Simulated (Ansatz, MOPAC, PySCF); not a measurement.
System: ketene, C2H2O (charge 0, singlet). SMILES: C=C=O
Coordinates optimised at B3LYP-D3(BJ)/def2-TZVP (Ansatz, a program for electronic structure):
```xyz
5

C      0.0091     0.0017    -1.2056
C     -0.0008    -0.0001     0.1027
H      0.0282     0.9401    -1.7377
H     -0.0018    -0.9351    -1.7406
O     -0.0096    -0.0018     1.2620
```
Charge 0, spin multiplicity 1.

Unscaled harmonic wavenumbers (cm⁻¹) in rising order, each level at the stationary point that it reaches from this structure (no distance between atoms moves by over 0.3 Å); the order of modes can differ between levels, and a negative number is imaginary. B3LYP-D3(BJ)/def2-TZVP (PySCF, at the structure above): 445, 553, 595, 992, 1172, 1415, 2217, 3183, 3276.

PM3 (MOPAC): 439, 454, 852, 922, 1172, 1411, 2348, 3155, 3167. Zero-point energy 19.9 against 19.8 kcal/mol; where all levels lie over 400 cm⁻¹, the wavenumbers are on average 1.020 times those of B3LYP-D3(BJ)/def2-TZVP.

HF/6-31G* (Ansatz): 491, 622, 723, 1112, 1266, 1567, 2377, 3376, 3477. Zero-point energy 21.5 against 19.8 kcal/mol; where all levels lie over 400 cm⁻¹, the wavenumbers are on average 1.105 times those of B3LYP-D3(BJ)/def2-TZVP.
